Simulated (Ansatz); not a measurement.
# C₂H₃F₂N: how energies converge with the basis set

One table from this session's results is given with a row withheld; the runs are named, their logs left out.

Computed with Ansatz 0.2.0, Gaussian basis. Level: one geometry, several basis sets.

Plan: PBE0-D4/def2-SVP; ωB97M-V/def2-SVP; PBE0-D4/def2-QZVPP; ωB97M-V/def2-QZVPP; the functionals' def2-TZVPP values are taken from earlier runs.

### Structure used throughout

An earlier PBE0-D4 in a triple-zeta def2 set relaxation fixed the geometry.

SMILES `N=CC(F)F`, 8 atoms, charge 0, spin multiplicity 1.

Atoms are counted from 1 here; the program's logs count them from 0.

Bond lengths: N1–C2 1.258 Å, N1–H6 1.020 Å, C2–C3 1.501 Å, C2–H7 1.096 Å, C3–F4 1.357 Å, C3–F5 1.357 Å, C3–H8 1.092 Å. Angles: C2–N1–H6 111.4°, N1–C2–C3 119.1°, N1–C2–H7 126.0°, C3–C2–H7 114.9°, C2–C3–F4 109.3°, C2–C3–F5 109.3°, C2–C3–H8 112.2°, F4–C3–F5 107.2°, F4–C3–H8 109.4°, F5–C3–H8 109.4°.

The first run:

in.yaml reads:

```yaml
crystal:
  periodic: [false, false, false]
  atoms:
    - {symbol: N, position_ang: [-1.229514, 0.897474, 0.254275]}
    - {symbol: C, position_ang: [-0.122577, 0.523140, -0.212947]}
    - {symbol: C, position_ang: [0.420659, -0.818554, 0.184304]}
    - {symbol: F, position_ang: [0.610871, -1.571759, -0.927936]}
    - {symbol: F, position_ang: [1.633355, -0.654791, 0.770105]}
    - {symbol: H, position_ang: [-1.485896, 1.822070, -0.090479]}
    - {symbol: H, position_ang: [0.510639, 1.092093, -0.903766]}
    - {symbol: H, position_ang: [-0.245235, -1.346773, 0.870544]}
basis:
  gaussian: {orbitals: def2-SVP}
hamiltonian: {xc: pbe0, dispersion: d4}
output: {orbitals: {seedname: orbitals}}
```

Steps of the session up to this table: PBE0-D4 in def2-SVP; ωB97M-V in def2-SVP; PBE0-D4 in def2-QZVPP; ωB97M-V in def2-QZVPP.

One of the session's tables, all rows but one given; the rest of the session is left out.

It belongs to the step «Density functionals: the series». 

```
functional       basis  HOMO (eV)
   PBE0-D4    def2-SVP      -8.21
   PBE0-D4  def2-TZVPP      -8.44
   PBE0-D4  def2-QZVPP      -8.49
   ωB97M-V    def2-SVP          ?
   ωB97M-V  def2-TZVPP     -10.86
   ωB97M-V  def2-QZVPP     -10.91
```

Q: Estimate the row for ωB97M-V, def2-SVP from the others.

As computed: HOMO (eV): -10.60. In the column «HOMO (eV)» it lies between ωB97M-V, def2-TZVPP (-10.86) and PBE0-D4, def2-QZVPP (-8.49).
